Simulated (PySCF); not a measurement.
**From one method to the next for AlH**

Aim: see what other levels and later steps give for AlH.

Method: method and basis as typed in the scripts; program: PySCF 2.14.0.

1 further run of the same task is left out (it didn't finish).

## (1) Where the work starts

AlH: 2 atoms, charge 0, spin multiplicity 1.

Bond lengths: Al1–H2 1.515 Å.

## (2) The run that the others are compared with

Contents of input.py:

```python
from pyscf import gto, dft

mol = gto.M(
    atom='Al 0 0 0; H 0 0 1.515',
    basis='6-311++g**',
    charge=0,
    spin=0,
    verbose=4,
)
mf = dft.RKS(mol, xc='tpssh')
mf.kernel()
mf.dip_moment()
print('orbital energies (hartree):', mf.mo_energy[..., max(0, mol.nelec[1]-3):mol.nelec[0]+3].round(4))
```

On the command line:

```console
OMP_NUM_THREADS=1 python input.py
```

What it wrote, cut to the lines that bear on the results:

```text
[lines on the frontier levels of each cycle are left out]
PySCF version 2.14.0

[INPUT] verbose = 4
[INPUT] num. atoms = 2
[INPUT] num. electrons = 14
[INPUT] charge = 0
[INPUT] spin (= nelec alpha-beta = 2S) = 0
[INPUT] symmetry False subgroup None
[INPUT] Mole.unit = angstrom
[INPUT] Symbol           X                Y                Z      unit          X                Y                Z       unit  Magmom
[INPUT]  1 Al     0.000000000000   0.000000000000   0.000000000000 AA    0.000000000000   0.000000000000   0.000000000000 Bohr   0.0
[INPUT]  2 H      0.000000000000   0.000000000000   1.515000000000 AA    0.000000000000   0.000000000000   2.862935078716 Bohr   0.0

nuclear repulsion = 4.54079454914852
number of shells = 19
number of NR pGTOs = 58
number of NR cGTOs = 37
basis = 6-311++g**
ecp = {}

******** <class 'pyscf.dft.rks.RKS'> ********
method = RKS
initial guess = minao
damping factor = 0
level_shift factor = 0
DIIS = <class 'pyscf.scf.diis.CDIIS'>
diis_start_cycle = 1
diis_space = 8
diis_damp = 0
SCF conv_tol = 1e-09
SCF conv_tol_grad = None
SCF max_cycles = 50
direct_scf = True
direct_scf_tol = 1e-13
XC library pyscf.dft.libxc version 7.0.0
    S. Lehtola, C. Steigemann, M. J.T. Oliveira, and M. A.L. Marques.,  SoftwareX 7, 1–5 (2018)
XC functionals = tpssh
    V. N. Staroverov, G. E. Scuseria, J. Tao, and J. P. Perdew.,  J. Chem. Phys. 119, 12129 (2003)
radial grids:
    Treutler-Ahlrichs [JCP 102, 346 (1995); DOI:10.1063/1.469408] (M4) radial grids

becke partition: Becke, JCP 88, 2547 (1988); DOI:10.1063/1.454033
pruning grids: <function nwchem_prune>
grids dens level: 3
symmetrized grids: False
atomic radii adjust function: <function treutler_atomic_radii_adjust>
small_rho_cutoff = 0
Set gradient conv threshold to 3.16228e-05
Initial guess from minao.
tot grids = 28992
init E= -242.884705706126
cycle= 1 E= -242.976729732711  delta_E= -0.092  |g|= 0.162  |ddm|= 1.02
cycle= 2 E= -242.982425489338  delta_E= -0.0057  |g|= 0.0803  |ddm|= 0.364
cycle= 3 E= -242.984550469292  delta_E= -0.00212  |g|= 0.00955  |ddm|= 0.173
cycle= 4 E= -242.984570045843  delta_E= -1.96e-05  |g|= 0.00103  |ddm|= 0.0236
cycle= 5 E= -242.984570411761  delta_E= -3.66e-07  |g|= 0.00021  |ddm|= 0.00269
cycle= 6 E= -242.984570435607  delta_E= -2.38e-08  |g|= 1.66e-05  |ddm|= 0.000771
cycle= 7 E= -242.984570435675  delta_E= -6.83e-11  |g|= 1.73e-06  |ddm|= 3.21e-05
Extra cycle  E= -242.984570435676  delta_E= -9.66e-13  |g|= 1.15e-06  |ddm|= 5.67e-06
converged SCF energy = -242.984570435676
Dipole moment(X, Y, Z, Debye): -0.00000,  0.00000,  0.55300
orbital energies (hartree): [-2.6145 -0.3688 -0.1944 -0.0784 -0.0784  0.0211]
```

It took 1.3 s on 1 thread of Arm Neoverse V2, shared host; peak memory 0.16 GiB.

It gives: E(SCF) = -242.984570 Eh, 7 cycles, μ = 0.55 D.

The bond length is a typed value, not an optimised one.

## (3) Pw91

Run 1 changes functional: tpssh → pw91.

Changes to input.py since step 2:

```diff
@@ -9,3 +9,3 @@
 )
-mf = dft.RKS(mol, xc='tpssh')
+mf = dft.RKS(mol, xc='pw91')
 mf.kernel()
```

On the command line:

```console
OMP_NUM_THREADS=1 python input.py
```

What it wrote:

```text
PySCF version 2.14.0

[INPUT] verbose = 4
[INPUT] num. atoms = 2
[INPUT] num. electrons = 14
[INPUT] charge = 0
[INPUT] spin (= nelec alpha-beta = 2S) = 0
[INPUT] symmetry False subgroup None
[INPUT] Mole.unit = angstrom
[INPUT] Symbol           X                Y                Z      unit          X                Y                Z       unit  Magmom
[INPUT]  1 Al     0.000000000000   0.000000000000   0.000000000000 AA    0.000000000000   0.000000000000   0.000000000000 Bohr   0.0
[INPUT]  2 H      0.000000000000   0.000000000000   1.515000000000 AA    0.000000000000   0.000000000000   2.862935078716 Bohr   0.0

nuclear repulsion = 4.54079454914852
number of shells = 19
number of NR pGTOs = 58
number of NR cGTOs = 37
basis = 6-311++g**
ecp = {}

******** <class 'pyscf.dft.rks.RKS'> ********
method = RKS
initial guess = minao
damping factor = 0
level_shift factor = 0
DIIS = <class 'pyscf.scf.diis.CDIIS'>
diis_start_cycle = 1
diis_space = 8
diis_damp = 0
SCF conv_tol = 1e-09
SCF conv_tol_grad = None
SCF max_cycles = 50
direct_scf = True
direct_scf_tol = 1e-13
XC library pyscf.dft.libxc version 7.0.0
    S. Lehtola, C. Steigemann, M. J.T. Oliveira, and M. A.L. Marques.,  SoftwareX 7, 1–5 (2018)
XC functionals = pw91
    J. P. Perdew. In P. Ziesche and H. Eschrig, editors, Proceedings of the 75. WE-Heraeus-Seminar and 21st Annual International Symposium on Electronic Structure of Solids, 11. Berlin, 1991. Akademie Verlag.
    J. P. Perdew, J. A. Chevary, S. H. Vosko, K. A. Jackson, M. R. Pederson, D. J. Singh, and C. Fiolhais.,  Phys. Rev. B 46, 6671 (1992)
    J. P. Perdew, J. A. Chevary, S. H. Vosko, K. A. Jackson, M. R. Pederson, D. J. Singh, and C. Fiolhais.,  Phys. Rev. B 48, 4978 (1993)
    J. P. Perdew. In P. Ziesche and H. Eschrig, editors, Proceedings of the 75. WE-Heraeus-Seminar and 21st Annual International Symposium on Electronic Structure of Solids, 11. Berlin, 1991. Akademie Verlag.
    J. P. Perdew, J. A. Chevary, S. H. Vosko, K. A. Jackson, M. R. Pederson, D. J. Singh, and C. Fiolhais.,  Phys. Rev. B 46, 6671 (1992)
    J. P. Perdew, J. A. Chevary, S. H. Vosko, K. A. Jackson, M. R. Pederson, D. J. Singh, and C. Fiolhais.,  Phys. Rev. B 48, 4978 (1993)
radial grids:
    Treutler-Ahlrichs [JCP 102, 346 (1995); DOI:10.1063/1.469408] (M4) radial grids

becke partition: Becke, JCP 88, 2547 (1988); DOI:10.1063/1.454033
pruning grids: <function nwchem_prune>
grids dens level: 3
symmetrized grids: False
atomic radii adjust function: <function treutler_atomic_radii_adjust>
small_rho_cutoff = 0
Set gradient conv threshold to 3.16228e-05
Initial guess from minao.
tot grids = 28992
init E= -242.868002388389
  HOMO = -0.195392476276386  LUMO = -0.0951321788838481  gap/eV = 2.72822
cycle= 1 E= -242.941043719875  delta_E= -0.073  |g|= 0.172  |ddm|= 0.98
  HOMO = -0.167882854401832  LUMO = -0.0940188025703386  gap/eV = 2.00994
cycle= 2 E= -242.94518110895  delta_E= -0.00414  |g|= 0.112  |ddm|= 0.373
  HOMO = -0.176519542537217  LUMO = -0.0937626902122371  gap/eV = 2.25193
cycle= 3 E= -242.949883989331  delta_E= -0.0047  |g|= 0.014  |ddm|= 0.265
  HOMO = -0.178301110462468  LUMO = -0.0944775120667762  gap/eV = 2.28096
cycle= 4 E= -242.95000129751  delta_E= -0.000117  |g|= 0.0014  |ddm|= 0.0718
  HOMO = -0.17794093396101  LUMO = -0.094258790295759  gap/eV = 2.27711
cycle= 5 E= -242.950002439965  delta_E= -1.14e-06  |g|= 0.000275  |ddm|= 0.00729
  HOMO = -0.17792717845675  LUMO = -0.094265653491141  gap/eV = 2.27655
cycle= 6 E= -242.950002466324  delta_E= -2.64e-08  |g|= 1.8e-05  |ddm|= 0.000568
  HOMO = -0.177933817813788  LUMO = -0.0942708258254187  gap/eV = 2.27659
cycle= 7 E= -242.95000246649  delta_E= -1.67e-10  |g|= 5.96e-06  |ddm|= 8.15e-05
  HOMO = -0.177931297135098  LUMO = -0.0942687400225348  gap/eV = 2.27657
Extra cycle  E= -242.950002466497  delta_E= -7.11e-12  |g|= 4.72e-06  |ddm|= 2.01e-05
converged SCF energy = -242.950002466497
Dipole moment(X, Y, Z, Debye):  0.00000,  0.00000,  0.42816
orbital energies (hartree): [-2.5331 -0.3428 -0.1779 -0.0943 -0.0943  0.006 ]
```

It took 0.89 s on 1 thread of Arm Neoverse V2, shared host.

Outcome: E(SCF) = -242.950002 Eh, 7 cycles, μ = 0.43 D.

## (4) B3lyp

Run 2 changes functional: tpssh → b3lyp.

Changes to input.py since step 2:

```diff
@@ -9,3 +9,3 @@
 )
-mf = dft.RKS(mol, xc='tpssh')
+mf = dft.RKS(mol, xc='b3lyp')
 mf.kernel()
```

On the command line:

```console
OMP_NUM_THREADS=1 python input.py
```

What it wrote, cut to the lines that bear on the results:

```text
[lines on the frontier levels of each cycle are left out]
PySCF version 2.14.0

[INPUT] verbose = 4
[INPUT] num. atoms = 2
[INPUT] num. electrons = 14
[INPUT] charge = 0
[INPUT] spin (= nelec alpha-beta = 2S) = 0
[INPUT] symmetry False subgroup None
[INPUT] Mole.unit = angstrom
[INPUT] Symbol           X                Y                Z      unit          X                Y                Z       unit  Magmom
[INPUT]  1 Al     0.000000000000   0.000000000000   0.000000000000 AA    0.000000000000   0.000000000000   0.000000000000 Bohr   0.0
[INPUT]  2 H      0.000000000000   0.000000000000   1.515000000000 AA    0.000000000000   0.000000000000   2.862935078716 Bohr   0.0

nuclear repulsion = 4.54079454914852
number of shells = 19
number of NR pGTOs = 58
number of NR cGTOs = 37
basis = 6-311++g**
ecp = {}

******** <class 'pyscf.dft.rks.RKS'> ********
method = RKS
initial guess = minao
damping factor = 0
level_shift factor = 0
DIIS = <class 'pyscf.scf.diis.CDIIS'>
diis_start_cycle = 1
diis_space = 8
diis_damp = 0
SCF conv_tol = 1e-09
SCF conv_tol_grad = None
SCF max_cycles = 50
direct_scf = True
direct_scf_tol = 1e-13
XC library pyscf.dft.libxc version 7.0.0
    S. Lehtola, C. Steigemann, M. J.T. Oliveira, and M. A.L. Marques.,  SoftwareX 7, 1–5 (2018)
XC functionals = b3lyp
    P. J. Stephens, F. J. Devlin, C. F. Chabalowski, and M. J. Frisch.,  J. Phys. Chem. 98, 11623 (1994)
radial grids:
    Treutler-Ahlrichs [JCP 102, 346 (1995); DOI:10.1063/1.469408] (M4) radial grids

becke partition: Becke, JCP 88, 2547 (1988); DOI:10.1063/1.454033
pruning grids: <function nwchem_prune>
grids dens level: 3
symmetrized grids: False
atomic radii adjust function: <function treutler_atomic_radii_adjust>
small_rho_cutoff = 0
Set gradient conv threshold to 3.16228e-05
Initial guess from minao.
tot grids = 28992
init E= -242.894048763933
cycle= 1 E= -242.991644165605  delta_E= -0.0976  |g|= 0.152  |ddm|= 0.981
cycle= 2 E= -242.997064546646  delta_E= -0.00542  |g|= 0.0751  |ddm|= 0.329
cycle= 3 E= -242.998800405162  delta_E= -0.00174  |g|= 0.00757  |ddm|= 0.145
cycle= 4 E= -242.998808693467  delta_E= -8.29e-06  |g|= 0.000966  |ddm|= 0.0123
cycle= 5 E= -242.99880906547  delta_E= -3.72e-07  |g|= 0.000174  |ddm|= 0.00265
cycle= 6 E= -242.998809078522  delta_E= -1.31e-08  |g|= 1.17e-05  |ddm|= 0.000564
cycle= 7 E= -242.99880907855  delta_E= -2.73e-11  |g|= 6.33e-07  |ddm|= 4.51e-05
Extra cycle  E= -242.99880907855  delta_E= 2.27e-13  |g|= 3.82e-07  |ddm|= 4.22e-06
converged SCF energy = -242.99880907855
Dipole moment(X, Y, Z, Debye): -0.00000, -0.00000,  0.37181
orbital energies (hartree): [-2.6752 -0.3823 -0.2045 -0.0716 -0.0716  0.0195]
```

Run time: 0.88 s. Hardware: 1 thread of Arm Neoverse V2, shared host.

Result: E(SCF) = -242.998809 Eh, 7 cycles, μ = 0.37 D.

## (5) UKS

Run 3 changes SCF type: RKS → UKS.

Contents of input.py:

```python
from pyscf import gto, dft

mol = gto.M(
    atom='Al 0 0 0; H 0 0 1.515',
    basis='6-311++g**',
    charge=0,
    spin=0,
    verbose=4,
)
mf = dft.UKS(mol, xc='tpssh')
mf.kernel()
mf.dip_moment()
print('orbital energies (hartree):', [e[max(0, n-3):n+3].round(4) for e, n in zip(mf.mo_energy, mol.nelec)])
```

On the command line:

```console
OMP_NUM_THREADS=1 python input.py
```

What it wrote:

```text
PySCF version 2.14.0

[INPUT] verbose = 4
[INPUT] num. atoms = 2
[INPUT] num. electrons = 14
[INPUT] charge = 0
[INPUT] spin (= nelec alpha-beta = 2S) = 0
[INPUT] symmetry False subgroup None
[INPUT] Mole.unit = angstrom
[INPUT] Symbol           X                Y                Z      unit          X                Y                Z       unit  Magmom
[INPUT]  1 Al     0.000000000000   0.000000000000   0.000000000000 AA    0.000000000000   0.000000000000   0.000000000000 Bohr   0.0
[INPUT]  2 H      0.000000000000   0.000000000000   1.515000000000 AA    0.000000000000   0.000000000000   2.862935078716 Bohr   0.0

nuclear repulsion = 4.54079454914852
number of shells = 19
number of NR pGTOs = 58
number of NR cGTOs = 37
basis = 6-311++g**
ecp = {}

******** <class 'pyscf.dft.uks.UKS'> ********
method = UKS
initial guess = minao
damping factor = 0
level_shift factor = 0
DIIS = <class 'pyscf.scf.diis.CDIIS'>
diis_start_cycle = 1
diis_space = 8
diis_damp = 0
SCF conv_tol = 1e-09
SCF conv_tol_grad = None
SCF max_cycles = 50
direct_scf = True
direct_scf_tol = 1e-13
number electrons alpha = 7  beta = 7
XC library pyscf.dft.libxc version 7.0.0
    S. Lehtola, C. Steigemann, M. J.T. Oliveira, and M. A.L. Marques.,  SoftwareX 7, 1–5 (2018)
XC functionals = tpssh
    V. N. Staroverov, G. E. Scuseria, J. Tao, and J. P. Perdew.,  J. Chem. Phys. 119, 12129 (2003)
radial grids:
    Treutler-Ahlrichs [JCP 102, 346 (1995); DOI:10.1063/1.469408] (M4) radial grids

becke partition: Becke, JCP 88, 2547 (1988); DOI:10.1063/1.454033
pruning grids: <function nwchem_prune>
grids dens level: 3
symmetrized grids: False
atomic radii adjust function: <function treutler_atomic_radii_adjust>
small_rho_cutoff = 0
Set gradient conv threshold to 3.16228e-05
tot grids = 28992
init E= -242.882312218834
[... the frontier-level lines of each cycle are left out ...]
cycle= 1 E= -242.976605046926  delta_E= -0.0943  |g|= 0.115  |ddm|= 0.728
cycle= 2 E= -242.982387574988  delta_E= -0.00578  |g|= 0.0569  |ddm|= 0.26
cycle= 3 E= -242.984549813925  delta_E= -0.00216  |g|= 0.00678  |ddm|= 0.123
cycle= 4 E= -242.984570048881  delta_E= -2.02e-05  |g|= 0.000735  |ddm|= 0.017
cycle= 5 E= -242.984570410732  delta_E= -3.62e-07  |g|= 0.000152  |ddm|= 0.00189
cycle= 6 E= -242.984570435612  delta_E= -2.49e-08  |g|= 1.13e-05  |ddm|= 0.000555
cycle= 7 E= -242.984570435675  delta_E= -6.29e-11  |g|= 1.13e-06  |ddm|= 2.19e-05
Extra cycle  E= -242.984570435676  delta_E= -6.82e-13  |g|= 7.53e-07  |ddm|= 3.77e-06
converged SCF energy = -242.984570435676  <S^2> = 8.8817842e-16  2S+1 = 1
Dipole moment(X, Y, Z, Debye):  0.00000, -0.00000,  0.55300
orbital energies (hartree): [array([-2.6145, -0.3688, -0.1944, -0.0784, -0.0784,  0.0211]), array([-2.6145, -0.3688, -0.1944, -0.0784, -0.0784,  0.0211])]
```

It took 1.9 s on 1 thread of Arm Neoverse V2, shared host.

Outcome: E(SCF) = -242.984570 Eh (no change), 7 cycles, μ = 0.55 D.

## (6) Lda,vwn

Run 4 changes functional: tpssh → lda,vwn.

Changes to input.py since step 2:

```diff
@@ -9,3 +9,3 @@
 )
-mf = dft.RKS(mol, xc='tpssh')
+mf = dft.RKS(mol, xc='lda,vwn')
 mf.kernel()
```

On the command line:

```console
OMP_NUM_THREADS=1 python input.py
```

What it wrote, cut to the lines that bear on the results:

```text
[lines on the frontier levels of each cycle are left out]
PySCF version 2.14.0

[INPUT] verbose = 4
[INPUT] num. atoms = 2
[INPUT] num. electrons = 14
[INPUT] charge = 0
[INPUT] spin (= nelec alpha-beta = 2S) = 0
[INPUT] symmetry False subgroup None
[INPUT] Mole.unit = angstrom
[INPUT] Symbol           X                Y                Z      unit          X                Y                Z       unit  Magmom
[INPUT]  1 Al     0.000000000000   0.000000000000   0.000000000000 AA    0.000000000000   0.000000000000   0.000000000000 Bohr   0.0
[INPUT]  2 H      0.000000000000   0.000000000000   1.515000000000 AA    0.000000000000   0.000000000000   2.862935078716 Bohr   0.0

nuclear repulsion = 4.54079454914852
number of shells = 19
number of NR pGTOs = 58
number of NR cGTOs = 37
basis = 6-311++g**
ecp = {}

******** <class 'pyscf.dft.rks.RKS'> ********
method = RKS
initial guess = minao
damping factor = 0
level_shift factor = 0
DIIS = <class 'pyscf.scf.diis.CDIIS'>
diis_start_cycle = 1
diis_space = 8
diis_damp = 0
SCF conv_tol = 1e-09
SCF conv_tol_grad = None
SCF max_cycles = 50
direct_scf = True
direct_scf_tol = 1e-13
XC library pyscf.dft.libxc version 7.0.0
    S. Lehtola, C. Steigemann, M. J.T. Oliveira, and M. A.L. Marques.,  SoftwareX 7, 1–5 (2018)
XC functionals = lda,vwn
    P. A. M. Dirac.,  Math. Proc. Cambridge Philos. Soc. 26, 376 (1930)
    F. Bloch.,  Z. Phys. 57, 545 (1929)
    S. H. Vosko, L. Wilk, and M. Nusair.,  Can. J. Phys. 58, 1200 (1980)
radial grids:
    Treutler-Ahlrichs [JCP 102, 346 (1995); DOI:10.1063/1.469408] (M4) radial grids

becke partition: Becke, JCP 88, 2547 (1988); DOI:10.1063/1.454033
pruning grids: <function nwchem_prune>
grids dens level: 3
symmetrized grids: False
atomic radii adjust function: <function treutler_atomic_radii_adjust>
small_rho_cutoff = 0
Set gradient conv threshold to 3.16228e-05
Initial guess from minao.
tot grids = 28992
init E= -241.816665024957
cycle= 1 E= -241.898490795503  delta_E= -0.0818  |g|= 0.198  |ddm|= 0.991
cycle= 2 E= -241.902517041915  delta_E= -0.00403  |g|= 0.123  |ddm|= 0.317
cycle= 3 E= -241.906191377716  delta_E= -0.00367  |g|= 0.0154  |ddm|= 0.235
cycle= 4 E= -241.906317566472  delta_E= -0.000126  |g|= 0.00265  |ddm|= 0.0797
cycle= 5 E= -241.906322201645  delta_E= -4.64e-06  |g|= 0.000392  |ddm|= 0.0125
cycle= 6 E= -241.906322259554  delta_E= -5.79e-08  |g|= 3.13e-05  |ddm|= 0.000625
cycle= 7 E= -241.906322260006  delta_E= -4.52e-10  |g|= 6.51e-06  |ddm|= 9.31e-05
Extra cycle  E= -241.906322260014  delta_E= -8.47e-12  |g|= 5.48e-06  |ddm|= 2.16e-05
converged SCF energy = -241.906322260014
Dipole moment(X, Y, Z, Debye):  0.00000,  0.00000,  0.42707
orbital energies (hartree): [-2.5295 -0.3445 -0.1774 -0.0975 -0.0975  0.0115]
```

It took 0.74 s on 1 thread of Arm Neoverse V2, shared host.

Result: E(SCF) = -241.906322 Eh, 7 cycles, μ = 0.43 D.

## (7) Pbe

Run 5 changes functional: tpssh → pbe.

Changes to input.py since step 2:

```diff
@@ -9,3 +9,3 @@
 )
-mf = dft.RKS(mol, xc='tpssh')
+mf = dft.RKS(mol, xc='pbe')
 mf.kernel()
```

On the command line:

```console
OMP_NUM_THREADS=1 python input.py
```

What it wrote:

```text
PySCF version 2.14.0

[INPUT] verbose = 4
[INPUT] num. atoms = 2
[INPUT] num. electrons = 14
[INPUT] charge = 0
[INPUT] spin (= nelec alpha-beta = 2S) = 0
[INPUT] symmetry False subgroup None
[INPUT] Mole.unit = angstrom
[INPUT] Symbol           X                Y                Z      unit          X                Y                Z       unit  Magmom
[INPUT]  1 Al     0.000000000000   0.000000000000   0.000000000000 AA    0.000000000000   0.000000000000   0.000000000000 Bohr   0.0
[INPUT]  2 H      0.000000000000   0.000000000000   1.515000000000 AA    0.000000000000   0.000000000000   2.862935078716 Bohr   0.0

nuclear repulsion = 4.54079454914852
number of shells = 19
number of NR pGTOs = 58
number of NR cGTOs = 37
basis = 6-311++g**
ecp = {}

******** <class 'pyscf.dft.rks.RKS'> ********
method = RKS
initial guess = minao
damping factor = 0
level_shift factor = 0
DIIS = <class 'pyscf.scf.diis.CDIIS'>
diis_start_cycle = 1
diis_space = 8
diis_damp = 0
SCF conv_tol = 1e-09
SCF conv_tol_grad = None
SCF max_cycles = 50
direct_scf = True
direct_scf_tol = 1e-13
XC library pyscf.dft.libxc version 7.0.0
    S. Lehtola, C. Steigemann, M. J.T. Oliveira, and M. A.L. Marques.,  SoftwareX 7, 1–5 (2018)
XC functionals = pbe
    J. P. Perdew, K. Burke, and M. Ernzerhof.,  Phys. Rev. Lett. 77, 3865 (1996)
    J. P. Perdew, K. Burke, and M. Ernzerhof.,  Phys. Rev. Lett. 78, 1396 (1997)
    J. P. Perdew, K. Burke, and M. Ernzerhof.,  Phys. Rev. Lett. 77, 3865 (1996)
    J. P. Perdew, K. Burke, and M. Ernzerhof.,  Phys. Rev. Lett. 78, 1396 (1997)
radial grids:
    Treutler-Ahlrichs [JCP 102, 346 (1995); DOI:10.1063/1.469408] (M4) radial grids

becke partition: Becke, JCP 88, 2547 (1988); DOI:10.1063/1.454033
pruning grids: <function nwchem_prune>
grids dens level: 3
symmetrized grids: False
atomic radii adjust function: <function treutler_atomic_radii_adjust>
small_rho_cutoff = 0
Set gradient conv threshold to 3.16228e-05
Initial guess from minao.
tot grids = 28992
init E= -242.748213221187
  HOMO = -0.193311265567772  LUMO = -0.0933908331147353  gap/eV = 2.71897
cycle= 1 E= -242.820807286997  delta_E= -0.0726  |g|= 0.179  |ddm|= 0.994
  HOMO = -0.166670566483336  LUMO = -0.0925697411903198  gap/eV = 2.01639
cycle= 2 E= -242.825021807334  delta_E= -0.00421  |g|= 0.116  |ddm|= 0.373
  HOMO = -0.174751630818087  LUMO = -0.0919083828905111  gap/eV = 2.25428
cycle= 3 E= -242.829639919986  delta_E= -0.00462  |g|= 0.0138  |ddm|= 0.26
  HOMO = -0.17663056146027  LUMO = -0.0927372867047171  gap/eV = 2.28285
cycle= 4 E= -242.829752943917  delta_E= -0.000113  |g|= 0.00157  |ddm|= 0.0708
  HOMO = -0.176348749378032  LUMO = -0.0925510628208659  gap/eV = 2.28025
cycle= 5 E= -242.829754293007  delta_E= -1.35e-06  |g|= 0.000325  |ddm|= 0.00726
  HOMO = -0.176306175257157  LUMO = -0.0925376383846047  gap/eV = 2.27946
cycle= 6 E= -242.829754329649  delta_E= -3.66e-08  |g|= 2.03e-05  |ddm|= 0.000586
  HOMO = -0.176313458900678  LUMO = -0.0925432900486932  gap/eV = 2.27950
cycle= 7 E= -242.82975432985  delta_E= -2.01e-10  |g|= 5.71e-06  |ddm|= 6.68e-05
  HOMO = -0.176310947310242  LUMO = -0.0925410770345212  gap/eV = 2.27949
Extra cycle  E= -242.829754329856  delta_E= -6.14e-12  |g|= 4.52e-06  |ddm|= 1.86e-05
converged SCF energy = -242.829754329856
Dipole moment(X, Y, Z, Debye):  0.00000, -0.00000,  0.44627
orbital energies (hartree): [-2.5275 -0.3411 -0.1763 -0.0925 -0.0925  0.0113]
```

It took 0.86 s on 1 thread of Arm Neoverse V2, shared host.

Result: E(SCF) = -242.829754 Eh, 7 cycles, μ = 0.45 D.

## (8) Comparison

```
    run  E(SCF) (hartree)  from base (eV)  cycles  gap (eV)  SCF dipole (D)
   base       -242.984570               0       7      3.16            0.55
   pw91       -242.950002  not comparable       7      2.27            0.43
  b3lyp       -242.998809  not comparable       7      3.62            0.37
    UKS       -242.984570          0.0000       7      3.16            0.55
lda,vwn       -241.906322  not comparable       7      2.17            0.43
    pbe       -242.829754  not comparable       7      2.28            0.45
```

Wall time on 1 thread of Arm Neoverse V2, shared host, start-up included: base 1.3 s; pw91 0.89 s; b3lyp 0.88 s; UKS 1.9 s; lda,vwn 0.74 s; pbe 0.86 s.

With UKS the SCF ends at the base energy. The gap between the frontier levels is 2.2 eV with lda,vwn (0 % exact exchange) and 3.6 eV with b3lyp (20 %): exact exchange opens it. A lower total energy from another functional means nothing by itself.
